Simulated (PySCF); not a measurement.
F2, SMILES FF. Coordinates come from a PBE-D3(BJ)/def2-TZVPD optimisation.

Computed with PBE-D3(BJ)/def2-TZVPD run with PySCF 2.14.0.

Harmonic wavenumbers (cm⁻¹): 995. Rotational constants (GHz): 26.64 (linear); symmetry number 2.

### Question
Work out the zero-point energy and the ideal-gas rigid-rotor harmonic-oscillator thermochemistry at 298.15 K and 1 atm.

### Answer
ZPE = ½ Σ hcν = ½ × 995 cm⁻¹ = 5.95 kJ/mol. H − E(el) = 14.73 kJ/mol. Entropy in J/(mol K): translation 154.11, rotation 47.88, vibration 0.40, total 202.39. G − E(el) = -45.61 kJ/mol. Cp = 30.70 J/(mol K).
